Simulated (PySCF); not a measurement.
Compound: C4H12P2.
Numbering: `[CH3:1][C:2]([CH3:3])([CH3:4])[PH:5][PH2:6]` (hydrogens: H7, H8, H9 on C1; H10, H11, H12 on C3; H13, H14, H15 on C4; H16 on P5; H17, H18 on P6)

Geometry (GFN2-xTB, Å), atoms numbered from 1 in this order:
```
atom  x, y, z in Å
C1     0.1542   -1.2382   -0.9008
C2    -0.4157   -0.1317   -0.0177
C3    -1.7578   -0.5730    0.5692
C4    -0.5992    1.1477   -0.8331
P5     0.7193    0.2690    1.4440
P6     2.5223    0.8040    0.3832
H7    -0.5134   -1.4191   -1.7426
H8     1.1313   -0.9569   -1.2936
H9     0.2592   -2.1671   -0.3421
H10   -2.4622   -0.8000   -0.2296
H11   -1.6341   -1.4637    1.1832
H12   -2.1807    0.2138    1.1910
H13   -0.9534    1.9608   -0.1995
H14    0.3472    1.4472   -1.2869
H15   -1.3258    0.9893   -1.6287
H16    1.1385   -1.0529    1.6525
H17    3.2734    0.8018    1.5571
H18    2.2883    2.1755    0.4826
```

A PySCF run (density fitting, gas phase, GFN2-xTB geometry) gave HOMO -7.65 eV, LUMO 1.06 eV, dipole 0.77 D.

Question: Which of these levels was it?
A. CAM-B3LYP/def2-SVPD
B. PBE0/pcSseg-1
C. PBE0/6-311G**
D. WP04/pcseg-1

Answer: A. It is CAM-B3LYP/def2-SVPD. All candidates on this geometry:

| level and settings | kind | basis functions | SCF cycles | E (Eh) | HOMO (eV) | LUMO (eV) | dipole (D) |
| --- | --- | --- | --- | --- | --- | --- | --- |
| WP04/pcseg-1, fitting basis def2-qzvpp-jkfit, energy threshold 1e-06 Eh | global hybrid fitted to proton shifts | 152 | 7 | -853.7505 | -7.54 | -1.51 | 0.71 |
| PBE0/6-311G**, fitting basis def2-qzvpp-jkfit | global hybrid | 196 | 10 | -841.9438 | -6.46 | 0.14 | 0.87 |
| PBE0/pcSseg-1 | global hybrid | 176 | 12 | -841.8413 | -6.45 | 0.30 | 0.75 |
| CAM-B3LYP/def2-SVPD | range-separated hybrid | 224 | 12 | -841.9422 | -7.65 | 1.06 | 0.77 |

The nearest other candidate, by the summed differences of HOMO and LUMO, is PBE0/pcSseg-1: its HOMO differs by +1.20 eV and its LUMO by -0.76 eV. Cycle counts include a coarse-grid stage where the run had one. All basis functions are spherical, in the Pople sets too. WP04 was designed for NMR shieldings or shifts; total energies of different functionals aren't comparable.
